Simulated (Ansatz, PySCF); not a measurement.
System: ethyl chloride, C2H5Cl, net charge 0, singlet state. 
Geometry from a B3LYP-D3(BJ)/def2-TZVP (Ansatz, a quantum-chemistry and plane-wave program) optimisation:
```
C
H 1 1.0874
H 1 1.0874 2 109.04
C 1 1.5122 2 112.08 3 -124.70
H 4 1.0899 1 111.03 2 -58.14
H 4 1.0899 5 108.44 1 122.25
H 4 1.0932 5 108.41 6 117.50
Cl 1 1.8106 2 105.94 3 113.62
```

PBE beside other levels, property by property. Correlated levels leave the core frozen unless marked. Open shells are spin-unrestricted. No spin-orbit coupling. Non-relativistic. Basis-set limits of correlation are two-point, X^-3; Hartree-Fock from the larger set. [CCSD(T)-MP2]/basis is that difference in the basis named. Rows marked 298 K are enthalpies with B3LYP-D3(BJ) harmonic zero-point and thermal terms from PySCF. Enthalpies of formation rest on the atoms' values in the G2/97 table (older ones for B and Si), with no core term in the frozen-core levels. The coupled-cluster column (Ansatz) is a level with limits of its own: (a) RI-MP2/CBS(aug-cc-pV(T+d)Z,aug-cc-pV(Q+d)Z)+[CCSD(T)-MP2]/aug-cc-pV(T+d)Z; (b) RI-MP2/CBS(cc-pV(T+d)Z,cc-pV(Q+d)Z)+[CCSD(T)-MP2]/cc-pV(T+d)Z.

| property | r2SCAN-D4/def2-TZVPD (Ansatz + dftd4) | CAM-B3LYP/def2-TZVPD (Ansatz) | RPA@PBE/cc-pV(Q+d)Z (Ansatz) | coupled cluster | measured |
|---|---|---|---|---|---|
| C-Cl bond dissociation enthalpy, 298 K, to [CH2]C + Cl atom (kcal/mol) | 81.3 | 80.0 | 77.5 | 85.9 (a) | - |
| C-H bond dissociation enthalpy, 298 K, to [CH2]CCl + H atom (kcal/mol) | 95.5 | 99.5 | 100.1 | 102.4 (b) | - |
| C-H bond dissociation enthalpy, 298 K, to C[CH]Cl + H atom (kcal/mol) | 90.9 | 94.6 | 96.4 | 98.2 (b) | - |
| C-C bond dissociation enthalpy, 298 K, to [CH2]Cl + [CH3] (CH3) (kcal/mol) | 80.9 | 84.6 | 86.6 | 89.6 (a) | - |
| enthalpy of formation at 298 K by atomisation (kcal/mol) | -27.6 | -25.3 | 10.3 | -27.4 (a) | -26.6 |

Measured values: Active Thermochemical Tables 1.112 (ions: stationary electron), as tabulated in the package chemicals; they hold spin-orbit effects, and any other conformers, which all levels lack, and core correlation, which the frozen-core levels lack.

Q: What does PBE/def2-TZVPD (Ansatz) give for each property, and on which side of the measured value, or else of coupled cluster, does it fall?

A: 
- C-Cl bond dissociation enthalpy, 298 K, to [CH2]C + Cl atom: PBE lies 0.2 kcal/mol below coupled cluster; PBE gives 85.7 kcal/mol.
- C-H bond dissociation enthalpy, 298 K, to [CH2]CCl + H atom: PBE lies 5.9 kcal/mol below coupled cluster; PBE gives 96.5 kcal/mol.
- C-H bond dissociation enthalpy, 298 K, to C[CH]Cl + H atom: PBE lies 6.8 kcal/mol below coupled cluster; PBE gives 91.4 kcal/mol.
- C-C bond dissociation enthalpy, 298 K, to [CH2]Cl + [CH3] (CH3): PBE lies 3.2 kcal/mol below coupled cluster; PBE gives 86.4 kcal/mol.
- enthalpy of formation at 298 K by atomisation: PBE lies 8.8 kcal/mol below the measured value; PBE gives -35.4 kcal/mol.
